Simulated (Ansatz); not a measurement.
This Ansatz (a first-principles code) input (PBE/aug-cc-pVDZ) gives -56.82833 Eh with 59 basis functions.

Ansatz 0.2 input:
```yaml
crystal:
  periodic: [false, false, false]
  atoms:
    - {symbol: N, position_ang: [-0.00000000, 0.00000000, 0.00000000]}
    - {symbol: H, position_ang: [0.01428541, 0.96188359, -0.35397200]}
    - {symbol: H, position_ang: [0.83339821, -0.49769460, -0.32934452]}
    - {symbol: H, position_ang: [-0.84032710, -0.47735428, -0.34161902]}
    - {symbol: H, position_ang: [-0.00735652, 0.01316529, 1.02493554]}
basis:
  gaussian:
    orbitals: aug-cc-pVDZ
hamiltonian:
  xc: {name: PBE}
total_charge: 1
magnetization: {spin_polarized: false}
```

Change:
```diff
- orbitals: aug-cc-pVDZ
+ orbitals: 6-31G
```

### Question
What does the run give now?

### Answer
-56.80997 Eh (PBE/6-31G, 17 functions), a change of +18.36 mEh.
